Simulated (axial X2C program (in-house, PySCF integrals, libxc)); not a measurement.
## Testing model relations on LiH⁻

A bond curve at the CCSD(T) level, two-component, was computed with an in-house all-electron X2C program for linear molecules (integrals from PySCF) (basis Li dyall-av3z [9s9p3d], H dyall-av3z [7s3p2d] (cores contracted in-house)) for the state Ω = 1/2 (⟨Sz⟩ = 0.50, ⟨Lz⟩ = 0.00 at HF). Its fit gives Re = 1.6853 Å, ωe = 1165.4 cm⁻¹, ωexe = 28.1 cm⁻¹ and αe = 2.678e-01 cm⁻¹; the masses are 7.0160 and 1.0078 u. Two-component means X2C with spin–orbit coupling and atomic mean-field Coulomb and Gaunt terms.

Correlated methods: 3 electrons correlated (number of frozen shells: Li 1 s; H none), 139 virtual spin orbitals or spinors in MP2, 45 natural virtuals in coupled cluster.

(1) Find the reduced mass, Be and the force constant.

(2) Where do the fundamental and the first overtone lie?

(3) Estimate De from a Morse curve and compare with the computed well depth of 2.047 eV to Li + H-.

(4) Scale the constants to the deuteride (D 2.0141 u) within the Born–Oppenheimer picture.

(5) A Morse curve ties αe to the other constants (Pekeris). How well does that hold?

One determinant describes the state; a PBE0 search over occupations chose it and may have missed a lower one. De is counted from the lowest determinant-based energies of the atoms at the same level, without counterpoise correction. CCSD and (T) use frozen natural virtuals with an MP2 correction for the truncation; (T) itself is uncorrected, so its De runs slightly low. Other states lie close and PBE0, whose exact exchange favours high spin, may order them wrongly; the determinant shown need not be the ground state. The nearest other 2c determinant of the search, Ω = 3/2, lies 0.50 eV up at the distance of the search.

## Answers

(1) From the CCSD(T) values: μ = 0.8812 u. Be = 16.8576/(μ Re²) = 6.735 cm⁻¹. k = 5.8918×10⁻⁷ μ ωe² = 0.705 mdyn/Å.

(2) ν(1←0) = ωe − 2ωexe = 1109.2 cm⁻¹; ν(2←0) = 2ωe − 6ωexe = 2162.2 cm⁻¹.

(3) De(Morse) = ωe²/(4ωexe) = 1.498 eV against 2.047 eV computed, a ratio of 0.73. The extrapolation falls short: long-range attraction (ionic or ion–induced dipole) or a change of character along the curve can cause this.

(4) ρ = √(μH/μD) = 0.7504; ωe = 874.5, ωexe = 15.8, Be = 3.793 cm⁻¹; the zero-point energy falls by 142 cm⁻¹.

(5) αe(Morse) = 6Be²/ωe × (√(ωexe/Be) − 1) = 2.435e-01 cm⁻¹; the CCSD(T) curve gives 2.678e-01 cm⁻¹, a ratio of 0.91.
